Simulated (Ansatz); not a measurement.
Frontier orbitals of `[SiH2]`.

Cartesian coordinates in Å:
```
Si -0.373 0.260 -0.547
H 1.069 -0.202 -0.362
H -0.696 -0.058 0.909
```

The species carries charge 0 and has multiplicity 1. The geometry is a stationary point of PBE0-D4/def2-TZVP. Basis def2-TZVPP, Ansatz.

Orbital energies of one run (eV). Highest occupied ones, from the top: -5.88, -7.92, -12.60, -94.58, -94.66, -94.95, -137.18, -1772.54. Empty: -4.23, -0.06, 0.85, 3.48, 3.90, 4.23.

**Question.** Which functional gave them?
A. LDA (SPW92)
B. ωB97M-V
C. LC-ωPBE
D. PBE0

**Answer.** A. HOMO energies: LDA (SPW92) -5.88, PBE0 -6.87, LC-ωPBE -9.46, ωB97M-V -8.96 eV.

LC-ωPBE has ω = 0.4 bohr⁻¹.
